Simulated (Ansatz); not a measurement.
This script drives Ansatz's Python interface.

The script, `fh3ssi.py`:
```python
# -*- coding: utf-8 -*-
"""Adding a proton to FH3SSi."""

import ansatz as az
import numpy as np

geometry = (
    az.Crystal.molecule()
    .atom("F", (-1.8389, 0.5531, -0.2664))
    .atom("Si", (-0.3975, 0.0245, -0.3648))
    .atom("S", (0.5204, 0.2507, 1.5267))
    .atom("H", (-0.3489, -1.4014, -0.7252))
    .atom("H", (0.3816, 0.7797, -1.3944))
    .atom("H", (1.7253, -0.2705, 1.1778))
)

setup = (
    geometry.calculation()
    .basis(gaussian="def2-SVP")
    .functional("r2SCAN", dispersion="d4")
)
symbols = [site.symbol for site in geometry.cartesian_sites]
start = np.array([site.position_ang for site in geometry.cartesian_sites], dtype=float)
rep = setup.relax(force_tolerance=0.01).run().report
end = np.array(rep["positions_ang"])

# put the proton on the side away from the neighbours, slightly off axis
away = sum((end[2] - end[j]) / np.linalg.norm(end[2] - end[j]) for j in [1, 5]) + np.array([0.15, 0.1, -0.2])
proton = end[2] + 1.4 * away / np.linalg.norm(away)
acid = az.Crystal.molecule()
for symbol, place in zip(symbols, end):
    acid = acid.atom(symbol, place.tolist())
acid = acid.atom("H", proton.tolist())
protonated = acid.calculation()
protonated = protonated.basis(gaussian="def2-SVP").functional("r2SCAN", dispersion="d4")
protonated = protonated.charge(1)
protonated = protonated.relax(force_tolerance=0.01, max_steps=80)
after = protonated.run().report
xyz = np.array(after["positions_ang"])
reach = np.linalg.norm(xyz[:-1] - xyz[-1], axis=1)
print(f"base {rep['free_energy_ev']:.5f} eV, protonated {after['free_energy_ev']:.5f} eV")
print(f"the proton ends {reach.min():.3f} A from {symbols[reach.argmin()]}{reach.argmin()}")
print(f"electronic proton affinity {96.485332 * (rep['free_energy_ev'] - after['free_energy_ev']):.1f} kJ/mol")
```

It is started by `python fh3ssi.py`. How long does it take on 1 thread of Arm Neoverse V2 (shared host), and how much memory does it need?

It took about 100 s, with a peak of 0.22 GiB, for 2 runs of the engine.

```console
$ python fh3ssi.py
base -21470.29554 eV, protonated -21478.01522 eV
the proton ends 1.362 A from S2
electronic proton affinity 744.8 kJ/mol
```

Total energies depend on the basis set; only differences at equal settings carry meaning. The proton is put on one chosen atom, which needn't be the most basic site, so the molecule's proton affinity can be higher; the ends are stationary points, not checked by frequencies, and zero-point and thermal terms count only where printed.
